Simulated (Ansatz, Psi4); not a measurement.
## CS2 (carbon disulfide): from total energies to a heat of formation

CS2: 3 atoms, total charge 0, spin state singlet. SMILES: `S=C=S`. The shape is that of a PBE0-D4/def2-TZVP optimisation.

| atom | x (Å) | y (Å) | z (Å) |
| --- | --- | --- | --- |
| S | 1.3570 | -0.1560 | 0.7291 |
| C | 0.0000 | 0.0000 | 0.0000 |
| S | -1.3570 | 0.1560 | -0.7291 |

Total energies at MP2/cc-pVTZ, 11 core orbitals frozen (Psi4 1.11); the atoms run unrestricted:

| species | state | energy (Eh) |
| --- | --- | --- |
| CS2 | singlet | -833.460826 |
| S | triplet | -397.625802 |
| C | triplet | -37.758488 |

Harmonic wavenumbers at PBE0-D4/def2-TZVP, in cm⁻¹: 413, 413, 692, 1598.

Measured heats of formation of the gaseous atoms at 298.15 K, in kJ/mol: S 277.0, C 716.9. Spin-orbit lowering of the atoms at 298 K (mean of the ground term's levels less their thermal mean, from spectra), in kJ/mol: S 1.88, C 0.02. Take 1 Eh = 2625.50 kJ/mol, 1 cm⁻¹ = 0.0119627 kJ/mol, RT = 2.479 kJ/mol.

**Question.** Work out the heat of formation of the gas at 298 K.

**Answer.** 
1. Electronic atomisation energy: 2 × (-397.625802) + (-37.758488) − (-833.460826) = 0.450734 Eh = 1183.4 kJ/mol.
2. Zero-point energy: half the sum of the wavenumbers, 1558 cm⁻¹ = 18.6 kJ/mol.
3. Thermal vibrational enthalpy, Σ hcν̃/(exp(hcν̃/kT) − 1): 1.9 kJ/mol. Translation, rotation and pV of a linear molecule: 3.5 RT = 8.7 kJ/mol.
4. The 3 free atoms carry 5/2 RT each: 18.6 kJ/mol.
5. Spin-orbit coupling lowers the free atoms by 2 × 1.88 + 0.02 = 3.8 kJ/mol.
6. Atomisation enthalpy at 298 K: 1183.4 − 3.8 − 18.6 − 1.9 − 8.7 + 18.6 = 1169.0 kJ/mol.
7. Sum of the atoms' heats of formation: 1270.9 kJ/mol. Heat of formation: 1270.9 − 1169.0 = +101.9 kJ/mol.

The tabulated value is +116.9 kJ/mol (NIST-JANAF tables), so this level is off by -15.0 kJ/mol, or 1.3 % of the atomisation enthalpy that the table implies (1153.9 kJ/mol). Anharmonicity and any spin-orbit splitting of the molecule are left out, and so is core correlation.
